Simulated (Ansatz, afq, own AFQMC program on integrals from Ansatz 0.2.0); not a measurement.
# Atomization energy of CH$_{4}$OSi, singlet

```xyz
7

C    -0.6241    0.4711   -0.2789
Si    1.2121    0.1475   -0.7294
O     1.5901   -0.9994    0.4301
H    -1.2128   -0.4619   -0.3601
H    -1.0965    1.2241   -0.9292
H    -0.7141    0.8222    0.7661
H     0.9067   -1.2716    1.0557
```

Atoms in their ground-state spins without spin–orbit coupling (mostly on UHF) minus the molecule (RHF), without zero-point energy. The geometry is a stationary point, not shown to be a minimum.

Basis def2-TZVP. Noble-gas cores (and the filled d shells of Ga–Kr and In–Xe) are frozen. AFQMC by an in-house program on the Cholesky factors that Ansatz 0.2.0 writes for its CCSD(T) run. The CISD trial takes its coefficients from CCSD amplitudes. Released means that phaseless walkers are propagated on without the constraint, phases kept. Uncertainties: one standard error, sampling alone. The errors of all members are added in quadrature.

No full CI on the walks' own integrals is used here. The released AFQMC energy serves as the reference, which it does only where one determinant dominates, the energy is flat over the last release times and near the phaseless one (40 meV or 2 meV an electron, half that with transition metals). On small molecules, where full CI could be run and the noise was under 10 meV, such values lay within 10 meV of it in 19 cases of 20, a flattering rate, since the rule was set on those same cases; what remains of the bias isn't in the error bar. Each member takes its own surest rung, up to full CI.

The best estimate is CCSD(T) at the basis-set limit (CBS: def2-TZVPP and def2-QZVPP, with their diffuse functions for anions and beside diffuse sets, CCSD(T) itself extrapolated) plus the step from CCSD(T) to AFQMC with the constraint released in def2-TZVP. Rows without CBS are in def2-TZVP; B2PLYP and the wave-function rows carry a basis error of their own. Core correlation and relativity beyond core potentials are missing, and ± holds the sampling alone.

Cautions: CH₄OSi (singlet): restricted determinant unstable towards unrestricted (UHF 18 meV lower, ⟨S²⟩ 0.17), the released value is read at 0.99 1/Eh, later times being too noisy (meV from the phaseless value at times in 1/Eh: -3 ± 6 at 0.24, -19 ± 9 at 0.51, -5 ± 9 at 0.99, -25 ± 16 at 1.50); other spins of the molecule weren't checked.

Best estimate: 26.513 ± 0.009 eV.

```csv
level,atomization energy (eV),error against the best estimate (eV)
HF,18.973,-7.540 ± 0.009
MP2,25.744,-0.770 ± 0.009
CCSD,25.065,-1.448 ± 0.009
CCSD(T),25.421,-1.093 ± 0.009
ph-AFQMC/CISD,25.442 ± 0.007,-1.071 ± 0.011
released AFQMC,25.442 ± 0.011,-1.071
HF/CBS,19.101,-7.412 ± 0.009
MP2/CBS,26.868,0.355 ± 0.009
CCSD(T)/CBS,26.505,-0.008 ± 0.009
PBE,26.647,0.133 ± 0.009
r2SCAN,26.290,-0.223 ± 0.009
PBE0,26.111,-0.402 ± 0.009
B3LYP,26.179,-0.335 ± 0.009
wB97M-V,26.538,0.025 ± 0.009
B2PLYP,26.008,-0.505 ± 0.009
```

Correlation beyond CCSD(T) changes it by less than twice the noise. Going to the basis-set limit adds 1.084 eV at CCSD(T). The perturbative (T) step is worth +0.355 eV. The functionals spread over 0.638 eV; wB97M-V comes nearest and B2PLYP is 0.505 eV too low.

Best estimates are given only where the step beyond CCSD(T) is under 0.3 eV and no member's determinant is very poor (T1 over 0.05, or 0.07 for open shells, ⟨S²⟩ too high by 0.3, two states mixed), so the hardest cases are missing from such tables.

The functionals ran in a triple-zeta set and keep a basis error of their own, a few kJ/mol for each bond in atomization energies and more for double hybrids, so close places among them and the extrapolated levels can swap.

Each member of a difference takes its own highest rung, so a best estimate needn't equal the limit plus the step of one row. Released energies are given only where the last usable release times agree within the noise; a slower fall can still hide under it.
